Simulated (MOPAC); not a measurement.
A run for MOPAC: PM3 on CH6O2 (a complex).

```
PM3 1SCF PRECISE CHARGE=0 THREADS=1
CH6O2

O     -1.12946822 1     0.44835894 1    -0.00357302 1
H     -0.16519922 1     0.41588694 1    -0.00321902 1
C     -1.59089722 1    -0.88709306 1     0.00469998 1
H     -2.67718322 1    -0.85570606 1     0.00383698 1
H     -1.26887222 1    -1.44657706 1    -0.87682902 1
H     -1.26993422 1    -1.43527206 1     0.89369298 1
O      2.31507778 1     0.33449094 1    -0.00055702 1
H      2.75428278 1     0.72264294 1    -0.76043002 1
H      2.75296278 1     0.73709494 1     0.75253298 1
```

Output:

```
*******************************************************************************
 **                                                                           **
 **                              MOPAC v23.2.5                                **
 **                                                                           **
 *******************************************************************************
 ** MOPAC's Digital Object Identifier: https://doi.org/10.5281/zenodo.6511958 **
 **                                                                           **
 ** Please cite the open-source release paper for use of this MOPAC version:  **
 ** J. E. Moussa and J. J. P. Stewart (2026)                                  **
 ** MOPAC: An open-source semiempirical molecular orbital program             **
 ** J. Open Source Softw., 11(119), 8025, https://doi.org/10.21105/joss.08025 **
 *******************************************************************************

                              PM3 CALCULATION RESULTS

 *******************************************************************************
 *  PM3        - The PM3 Hamiltonian to be used
 *
 *
 *
 *                 CHARGE ON SYSTEM = 0
 *
 *
 *
 *  PRECISE    - TIGHTER CRITERIA TO BE USED
 *  1SCF       - DO 1 SCF AND THEN STOP
 *  THREADS=1  - MULTI-THREADING NOT USED
 *  T=         - A TIME OF 172800.0 SECONDS REQUESTED
 *  DUMP=N     - RESTART FILE WRITTEN EVERY 7200.0 SECONDS REQUESTED
 *******************************************************************************
PM3 1SCF PRECISE CHARGE=0 THREADS=1
 CH6O2

   ATOM   CHEMICAL          X               Y               Z
  NUMBER   SYMBOL      (ANGSTROMS)     (ANGSTROMS)     (ANGSTROMS)

     1       O         -1.12946822  *   0.44835894  *  -0.00357302  *
     2       H         -0.16519922  *   0.41588694  *  -0.00321902  *
     3       C         -1.59089722  *  -0.88709306  *   0.00469998  *
     4       H         -2.67718322  *  -0.85570606  *   0.00383698  *
     5       H         -1.26887222  *  -1.44657706  *  -0.87682902  *
     6       H         -1.26993422  *  -1.43527206  *   0.89369298  *
     7       O          2.31507778  *   0.33449094  *  -0.00055702  *
     8       H          2.75428278  *   0.72264294  *  -0.76043002  *
     9       H          2.75296278  *   0.73709494  *   0.75253298  *



          CARTESIAN COORDINATES

    NO.       ATOM           X           Y           Z

     1         O         -1.1295      0.4484     -0.0036
     2         H         -0.1652      0.4159     -0.0032
     3         C         -1.5909     -0.8871      0.0047
     4         H         -2.6772     -0.8557      0.0038
     5         H         -1.2689     -1.4466     -0.8768
     6         H         -1.2699     -1.4353      0.8937
     7         O          2.3151      0.3345     -0.0006
     8         H          2.7543      0.7226     -0.7604
     9         H          2.7530      0.7371      0.7525

  H: (PM3): J. J. P. STEWART, J. COMP. CHEM. 10, 209 (1989).
  C: (PM3): J. J. P. STEWART, J. COMP. CHEM. 10, 209 (1989).
  O: (PM3): J. J. P. STEWART, J. COMP. CHEM. 10, 209 (1989).

           Empirical Formula: C H6 O2  =     9 atoms



      MOLECULAR POINT GROUP   :   Cs


      RHF CALCULATION, NO. OF DOUBLY OCCUPIED LEVELS = 11


 -------------------------------------------------------------------------------
 PM3 1SCF PRECISE CHARGE=0 THREADS=1
 CH6O2



     1SCF WAS SPECIFIED, SO BFGS WAS NOT USED
     SCF FIELD WAS ACHIEVED


                              PM3 CALCULATION
                                                       MOPAC v23.2.5 Linux




          FINAL HEAT OF FORMATION =       -106.00938 KCAL/MOL =    -443.54323 KJ/MOL


          COSMO AREA              =        101.70 SQUARE ANGSTROMS
          COSMO VOLUME            =         75.31 CUBIC ANGSTROMS

          IONIZATION POTENTIAL    =         10.872931 EV
          HOMO LUMO ENERGIES (EV) =        -10.873  3.618
          NO. OF FILLED LEVELS    =         11
          MOLECULAR WEIGHT        =         50.0572         POINT GROUP:  Cs

          MOLECULAR DIMENSIONS (Angstroms)

            Atom       Atom       Distance
            H     9    H     4     5.70824
            H     6    H     8     2.41553
            O     1    H     5     1.94167


          SCF CALCULATIONS        =          1





   ATOM   CHEMICAL          X               Y               Z
  NUMBER   SYMBOL      (ANGSTROMS)     (ANGSTROMS)     (ANGSTROMS)

     1       O         -1.12946822  *   0.44835894  *  -0.00357302  *
     2       H         -0.16519922  *   0.41588694  *  -0.00321902  *
     3       C         -1.59089722  *  -0.88709306  *   0.00469998  *
     4       H         -2.67718322  *  -0.85570606  *   0.00383698  *
     5       H         -1.26887222  *  -1.44657706  *  -0.87682902  *
     6       H         -1.26993422  *  -1.43527206  *   0.89369298  *
     7       O          2.31507778  *   0.33449094  *  -0.00055702  *
     8       H          2.75428278  *   0.72264294  *  -0.76043002  *
     9       H          2.75296278  *   0.73709494  *   0.75253298  *

                             CARTESIAN COORDINATES

   1    O       -1.129468220     0.448358940    -0.003573020
   2    H       -0.165199220     0.415886940    -0.003219020
   3    C       -1.590897220    -0.887093060     0.004699980
   4    H       -2.677183220    -0.855706060     0.003836980
   5    H       -1.268872220    -1.446577060    -0.876829020
   6    H       -1.269934220    -1.435272060     0.893692980
   7    O        2.315077780     0.334490940    -0.000557020
   8    H        2.754282780     0.722642940    -0.760430020
   9    H        2.752962780     0.737094940     0.752532980


           Empirical Formula: C H6 O2  =     9 atoms



      MOLECULAR POINT GROUP   :   Cs


                  EIGENVALUES
 -37.56914 -36.89492 -26.31888 -17.63904 -17.49767 -15.19777 -15.10967 -15.00239
 -12.67535 -12.16255 -10.87293   3.61848   3.83190   4.28440   4.50289   4.71508
   4.88857   5.91635


              NET ATOMIC CHARGES AND DIPOLE CONTRIBUTIONS

  ATOM NO.   TYPE          CHARGE      No. of ELECS.   s-Pop       p-Pop
    1          O          -0.321646        6.3216     1.81471     4.50694
    2          H           0.197169        0.8028     0.80283
    3          C           0.074465        3.9255     1.12180     2.80374
    4          H           0.033850        0.9662     0.96615
    5          H           0.007160        0.9928     0.99284
    6          H           0.007187        0.9928     0.99281
    7          O          -0.361226        6.3612     1.77190     4.58933
    8          H           0.181513        0.8185     0.81849
    9          H           0.181527        0.8185     0.81847
 DIPOLE           X         Y         Z       TOTAL
 POINT-CHG.     1.282    -0.162    -0.000     1.292
 HYBRID         1.070     0.159    -0.002     1.082
 SUM            2.352    -0.003    -0.003     2.352


          ATOMIC ORBITAL ELECTRON POPULATIONS

     Atom    s        px        py        pz
    1  O   1.81471   1.27836   1.24815   1.98043
    2  H   0.80283
    3  C   1.12180   0.97943   0.85437   0.96994
    4  H   0.96615
    5  H   0.99284
    6  H   0.99281
    7  O   1.77190   1.66589   1.72883   1.19460
    8  H   0.81849
    9  H   0.81847

 **********************
 *                    *
 * JOB ENDED NORMALLY *
 *                    *
 **********************




 == MOPAC DONE ==
```

The run finished.

Cost: roughly 0.020 core-seconds.
